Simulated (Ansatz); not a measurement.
A nudged elastic band was laid between two geometries of AlFH₂ (4 atoms, charge 0, multiplicity 1).

Computed with Ansatz, RHF/def2-TZVP.

* movable images: 5
* climbing image: yes
* spring: 5.0 eV/Å²
* optimiser: quadratic models (default)
* start path: through a guess of the saddle point
* force threshold: 0.5 eV/Å
* iteration limit: 60
* end points: relaxed

Initial state:

```xyz
4
Properties=species:S:1:pos:R:3
Al 0.402 0.000 0.186
F 0.445 0.000 1.815
H 1.773 0.000 -0.572
H -1.008 0.000 -0.498
```

Final state:

```xyz
4
Properties=species:S:1:pos:R:3
Al -0.446 0.000 -1.226
F 1.390 0.000 1.190
H 2.278 0.000 1.034
H -1.609 0.000 -0.067
```

(1) What changes between the two ends?

(2) What energy profile does the band end with?

(3) What is the geometry of the highest image?

The band took 6 iterations and about 10 core-seconds.

## Answers

(1) Bonds broken: Al1–F2, Al1–H3. Bonds formed: F2–H3. AlFH2 becomes AlH + FH.

(2) It converged. The highest image is number 3 of 0 to 6, 420.8 kJ/mol above the first end and 124.4 kJ/mol above the last; the last end lies 296.4 kJ/mol above the first. The threshold of 0.5 eV/Å is loose, so the images may lie well off the minimum-energy path. Neighbouring images differ by up to 2.1 eV, so the band resolves the path poorly. Another band between the same ends (5 images) ends at a top of the same energy, where a vibrational analysis finds 1 clearly imaginary mode. The orbitals stay closed-shell, which can raise the energy where a bond breaks towards radicals; this wasn't checked here.

```tsv
image	path coordinate (Å)	energy (kJ/mol)	Al1–F2 (Å)	Al1–H3 (Å)	F2–H3 (Å)
0	0.00	0.0	1.63	1.57	2.73
1	0.48	50.0	1.63	1.55	2.27
2	0.96	221.7	1.68	1.58	1.74
3	1.45	420.8	1.85	1.71	1.19
4	1.95	326.3	2.27	2.21	0.92
5	2.44	299.9	2.70	2.87	0.90
6	2.94	296.4	3.03	3.54	0.90
```

(3) 
```xyz
4
Properties=species:S:1:pos:R:3
Al 0.253 0.000 -0.406
F 0.951 0.000 1.305
H 1.748 0.000 0.426
H -1.339 0.000 -0.395
```

The run took 5.6 s on 2 threads of Intel(R) Xeon(R) 6975P-C (Granite Rapids), on a shared host, peak memory 0.13 GiB.
